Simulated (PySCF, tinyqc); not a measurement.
Coupled-perturbed Hartree-Fock on RHF in the sto-3g basis, for CH+, spin multiplicity 1, step by step. The lowest restricted solution is unstable here: a spin-polarised one lies 0.0145 hartree lower (PySCF). One step of it, computed by the program tinyqc.

Question. Response to a field: uncoupled start. Field along z; U_ai = -mu_ai / (e_a - e_i), alpha = -4 sum U_ai mu_ai.

orbital energies (hartree): MO1 -11.731456, MO2 -1.313853, MO3 -0.883256, MO4 -0.308012, MO5 -0.308012, MO6 0.314442

dipole integrals <a|z|i> (bohr), order a4, a5, a6:
$$\begin{pmatrix}
0.000000 & 0.000000 & 0.000000 \\
0.000000 & 0.000000 & 0.000000 \\
-0.066604 & 0.529414 & 0.807640
\end{pmatrix}$$

Give: uncoupled U; uncoupled polarisability.

Answer.

uncoupled U, order a4, a5, a6:
$$\begin{pmatrix}
0.0000 & 0.0000 & 0.0000 \\
0.0000 & 0.0000 & 0.0000 \\
0.0055 & -0.3251 & -0.6743
\end{pmatrix}$$

uncoupled polarisability = 2.8684 bohr^3
